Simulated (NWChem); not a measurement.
CH4S cation, doublet; SMILES of the neutral closed-shell parent SC

```xyz
6

C     -1.0465    -0.4407     0.0556
S      0.5483     0.3184    -0.0382
H     -1.1297    -0.9973     1.0095
H     -1.8042     0.3515    -0.0113
H     -1.1519    -1.1698    -0.7713
H      1.3242    -0.8019     0.0590
```
Atoms are numbered in this order, from 1.

All runs: NWChem. Spin-unrestricted. Geometry: optimised at PBE0/def2-SVP, spin-unrestricted. The spin multiplicity was typed, not searched, and may not be the lowest. No stability test was run on the SCF state. B3LYP is NWChem's, with the RPA form of VWN correlation. Level: B3LYP/def2-SVP with COSMO at NWChem's default radii, gas-phase geometry; rows give the dielectric constant. Reactions with the solvent are ignored.

```csv
dielectric constant,electrostatic solvation energy (kcal/mol)
1.5,-22.9
2.0,-34.4
3.9,-51.2
20.7,-65.6
37.5,-67.1
```
